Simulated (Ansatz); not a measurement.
Worked example: vertical ionisation energy of C3H5N (SMILES CCC#N)

C3H5N: 9 atoms, total charge 0, spin state singlet. SMILES: `CCC#N`. The shape is that of a PBE0-D4/def2-TZVP optimisation.

Both states at this one shape; open shells run unrestricted unless said. 1 Eh = 27.2114 eV.

| level | program | singlet C3H5N (Eh) | doublet C3H5N+ (Eh) |
| --- | --- | --- | --- |
| RPA@PBE/def2-SVPD, 4 core orbitals frozen | Ansatz | -171.746570 | -171.304920 |
| RPA@PBE/def2-TZVPD, 4 core orbitals frozen | Ansatz | -172.079083 | -171.635412 |

Problem. Work out the vertical ionisation energy at each level.

Solution. 
1. RPA@PBE/def2-SVPD: -171.304920 − (-171.746570) = 0.441650 Eh = 12.02 eV.
2. RPA@PBE/def2-TZVPD: -171.635412 − (-172.079083) = 0.443671 Eh = 12.07 eV.

No measured value is set beside it here; the levels span 12.02 to 12.07 eV.
